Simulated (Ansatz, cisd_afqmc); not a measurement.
System: Cl, charge 0, doublet.

Total energies in aug-cc-pV(T+d)Z, 7 correlated electrons, 5 frozen orbitals. UHF or UKS for unpaired electrons; spin-orbit terms are left out. Correlated methods leave the cores frozen. No relativity. The Monte Carlo rows (phaseless AFQMC, CISD trial, step 0.005/hartree) carry one-sigma bars that omit the constraint's bias. Outlying blocks are dropped, and bars are widened where a walk drifts. Over all cases where full CI ran beside it in this data, AFQMC minus full CI had a median of +0.1 mEh and passed +0.4 mEh in a tenth of the cases.

```
method         program         energy (Eh)  minus CCSDTQ (mEh)
----------  ----------  ------------------  ------------------
HF              Ansatz          -459.48609              192.74
MP2             Ansatz          -459.64798               30.84
CCSD            Ansatz          -459.67145                7.37
CCSD(T)         Ansatz          -459.67786                0.97
CCSDT(Q)        Ansatz          -459.67881                0.02
CCSDTQ          Ansatz          -459.67883                0.00
AFQMC/CISD  cisd_afqmc  -459.6783 ± 0.0001           0.6 ± 0.1
```

Ansatz is a first-principles code.
